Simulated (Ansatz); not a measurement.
Basis-set extrapolation for CH$_{4}$FNS (`NC(F)S`) (PBE0-D4/def2-TZVP geometry, frozen core, Ansatz). Multiplicity 1, RHF reference.

|  | def2-TZVPP | def2-QZVPP |
| --- | --- | --- |
| HF | -591.701692 | -591.721954 |
| MP2 correlation | -0.810723 | -0.877696 |
| CCSD(T) correlation | -0.874748 | not run |

Energies in hartree. Use E(X) = E(∞) + A·exp(−7.88·√X) for Hartree–Fock and E(X) = E(∞) + B·X^(−2.97) for correlation, with X = 3 and 4, and add CCSD(T) minus MP2 of the smaller set to the MP2 limit.

Task: What is the CCSD(T) energy at the basis-set limit?

Result: HF limit: -591.721954 + (-0.020262) × 0.13774 = -591.72474. MP2 limit: -0.877696 + (-0.066973) × 0.74074 = -0.92731. Higher-order term: -0.874748 − (-0.810723) = -0.06402. Total: -592.71607 hartree, 366.6 kJ/mol below CCSD(T)/def2-TZVPP.
